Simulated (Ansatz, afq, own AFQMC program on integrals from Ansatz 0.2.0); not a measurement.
## InH3⁺, doublet in def2-SVP, levels against full CI

```yaml
atoms:
  - { symbol: In, position_ang: [0.0000, -0.0331, 0.0010] }
  - { symbol: H, position_ang: [0.0000, 4.1108, -0.1206] }
  - { symbol: H, position_ang: [0.0000, -0.2542, -2.9306] }
  - { symbol: H, position_ang: [0.0000, -0.0852, 2.9402] }
```

Basis def2-SVP with its core potentials. Only valence electrons are correlated. Ansatz 0.2.0 and our own AFQMC program on the same integrals; the CISD trial comes from CCSD amplitudes, and released means the phaseless constraint is let go. Uncertainties: one standard error, sampling alone. No spin–orbit coupling.

Determinant: UHF, the one that the program's search chose, which needn't be the lowest solution. The geometry is a point of a scan.

Full CI on the same integrals is exact in this basis and with this determinant's frozen core.

Cautions: no spin-orbit coupling; inner d shell frozen; unrestricted determinant spin contaminated (⟨S²⟩ 1.76 against 0.75); the next higher spin lies close (full CI puts it 52 meV above).

```
T1 diagnostic                               : 0.0130
weight of the determinant in the CISD state : 0.928
⟨S²⟩ of the determinant                     : 1.762
size of the correlated space                : 5 electrons in 32 orbitals
```

Reference: full CI, correlation energy -0.913 eV. The released energy is read at 2.40 1/Eh (meV from the phaseless value at times in 1/Eh: -1.4 ± 1.0 at 0.24, -1.3 ± 0.9 at 0.51, -0.8 ± 1.3 at 0.99, -1.3 ± 0.8 at 1.62, -1.5 ± 0.8 at 2.40). The cautions show a poor starting determinant, so the rows tell how each method copes with it here, and full CI is the sure value.

| level | E − E(reference) (meV) | share of correlation (%) |
| --- | --- | --- |
| HF | 912.7 | 0.00 |
| MP2 | 330.1 | 63.83 |
| CCSD | 26.2 | 97.13 |
| CCSD(T) | 22.2 | 97.57 |
| CCSDT | 4.0 | 99.56 |
| CCSDT(Q) | 0.9 | 99.90 |
| CCSDTQ | 0.0 | 100.00 |
| ph-AFQMC/CISD | -3.5 ± 1.0 | 100.38 |
| released AFQMC | -5.0 ± 0.8 | 100.54 |

CCSDT and higher add their correlation energy to the determinant of the CCSD(T) run, since their own runs factorise the integrals more tightly (a shift of under 2 meV). A walk keeps the symmetry of its determinant, which the program's search chose and which needn't be the lowest solution, so a lower state of the same spin and another symmetry isn't excluded. Released energies are given only where the last usable release times agree within the noise; a slower fall can still hide under it.
